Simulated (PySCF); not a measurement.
## How methods differ on the electron affinity of Cl

Cl⁻ [Ar] (1S) → Cl [Ne] 3s2 3p5 (2P), as a difference of total energies. Computed with PySCF 2.14 in dyall-av2z, with no relativity, point nucleus. Correlated levels: valence: [Ne] frozen; virtual orbitals above 40 to 60 times the deepest correlated orbital energy dropped. The calculations carry no spin-orbit coupling.

```json
{"method": "UHF", "electron affinity (eV)": "2.470"}
{"method": "LDA", "electron affinity (eV)": "3.985"}
{"method": "PBE", "electron affinity (eV)": "3.712"}
{"method": "PBE0", "electron affinity (eV)": "3.638"}
{"method": "r2SCAN", "electron affinity (eV)": "3.708"}
{"method": "BP86", "electron affinity (eV)": "3.832"}
{"method": "r2SCANh", "electron affinity (eV)": "3.679"}
{"method": "revPBE", "electron affinity (eV)": "3.647"}
{"method": "B3LYP", "electron affinity (eV)": "3.732"}
{"method": "MP2 (valence)", "electron affinity (eV)": "3.557"}
{"method": "SCS-MP2 (valence)", "electron affinity (eV)": "3.462"}
```

Question: How much does correlation contribute at MP2 (valence)?

Answer: 3.557 − (2.470) = 1.087 eV, measured against UHF.

A first-order spin-orbit estimate (lowest level to lowest level, LS coupling) adds -0.034 eV.

Errors of the correlated levels include the incompleteness of this basis and the frozen core.

In the anion the highest occupied orbital energy is positive at LDA, PBE, r2SCAN, BP86, revPBE, a self-interaction effect; the basis confines that electron, and the energy difference can still be sensible.

For comparison: 3.613 eV (measured; photodetachment measurements, as compiled on the Wikipedia data page of electron affinities).
